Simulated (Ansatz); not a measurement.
# AlH₃S₂: taking an electron away

An exercise on one series of results from a longer session: the logs are not shown, and one member is left open.

Program: Ansatz 0.2.0, Gaussian basis. Level of theory: unrestricted cation, the program's frozen cores in correlated methods. These are calculated values, not measurements.

Plan: UKS PBE-D4/def2-TZVPP; UKS r2SCAN-D4/def2-TZVPP; UKS PBE0-D4/def2-TZVPP; UKS B3LYP-D4/def2-TZVPP; UKS wB97X-V/def2-TZVPP; UKS wB97M-V/def2-TZVPP; UKS B2PLYP/def2-TZVPP; UHF-CCSD(T)/def2-TZVPP; UHF-CCSD(T)/def2-QZVPP; extrapolation to the limit; then −ε(HOMO) from the neutral's earlier runs with LDA (SPW92), PBE-D4, revPBE-D4, BLYP-D4, r2SCAN-D4, B97M-V, PBE0-D4, B3LYP-D4, r2SCANh-D4, r2SCAN0-D4, HSE06-D4, BHLYP-D4, CAM-B3LYP-D4, LC-ωPBE, ωB97X-V, ωB97M-V.

## The geometry

All runs share one geometry, relaxed beforehand with PBE0-D4 in a triple-zeta def2 set.

SMILES `[SH][AlH][SH]`, 6 atoms, charge 0, spin multiplicity 1.

Atoms are counted from 1 here; the program's logs count them from 0.

Bond lengths: S1–Al2 2.178 Å, S1–H4 1.344 Å, Al2–S3 2.178 Å, Al2–H5 1.576 Å, S3–H6 1.344 Å. Angles: Al2–S1–H4 92.3°, S1–Al2–S3 116.1°, S1–Al2–H5 122.0°, S3–Al2–H5 122.0°, Al2–S3–H6 92.3°.

The first run:

in.yaml

```yaml
crystal:
  periodic: [false, false, false]
  atoms:
    - {symbol: S, position_ang: [-1.483953, -1.271459, -0.806040]}
    - {symbol: Al, position_ang: [0.033570, 0.106482, -0.069918]}
    - {symbol: S, position_ang: [1.098445, -0.511731, 1.726555]}
    - {symbol: H, position_ang: [-1.794670, -0.464626, -1.835654]}
    - {symbol: H, position_ang: [0.343061, 1.471194, -0.794820]}
    - {symbol: H, position_ang: [1.845547, 0.606041, 1.733676]}
basis:
  gaussian: {orbitals: def2-TZVPP}
total_charge: 1
magnetization: {spin_polarized: true, initial_magnetization: 1}
hamiltonian: {xc: pbe, dispersion: d4}
```

The run is started by

```sh
ansatz run in.yaml --threads 2 --pin off --events-out ev --progress --plain --max-ram 32768MiB --backend cpu
```

Among the steps run: Cation, UKS PBE-D4/def2-TZVPP; Cation, UKS r2SCAN-D4/def2-TZVPP; Cation, UKS PBE0-D4/def2-TZVPP; Cation, UKS B3LYP-D4/def2-TZVPP; Cation, UKS wB97X-V/def2-TZVPP; Cation, UKS wB97M-V/def2-TZVPP; Cation, UKS B2PLYP (frozen core)/def2-TZVPP; Cation, UHF-CCSD(T)/def2-TZVPP; Cation, UHF-CCSD(T)/def2-QZVPP.

One table of the session follows, with a row left open; its other results are not shown here.

For comparison, −ε(HOMO) of the neutral from earlier runs:

| functional | −ε(HOMO) (eV) |
| --- | --- |
| LDA (SPW92) | 6.57 |
| PBE-D4 | 6.45 |
| revPBE-D4 | 6.41 |
| BLYP-D4 | 6.26 |
| r2SCAN-D4 | 6.74 |
| B97M-V | 6.80 |
| PBE0-D4 | 7.64 |
| B3LYP-D4 | 7.37 |
| r2SCANh-D4 | 7.18 |
| r2SCAN0-D4 | 7.83 |
| HSE06-D4 | 7.24 |
| BHLYP-D4 | 8.65 |
| CAM-B3LYP-D4 | 8.91 |
| LC-ωPBE | 10.35 |
| ωB97X-V | 9.96 |
| ωB97M-V | ? |

Q: Estimate the row for ωB97M-V from the others.

**Answer.** −ε(HOMO) (eV): 9.78. In the column «−ε(HOMO) (eV)» it lies between CAM-B3LYP-D4 (8.91) and ωB97X-V (9.96).

Caveats from the session: The cation may have settled in a state other than its lowest; no search over hole states beyond the program's own was made.
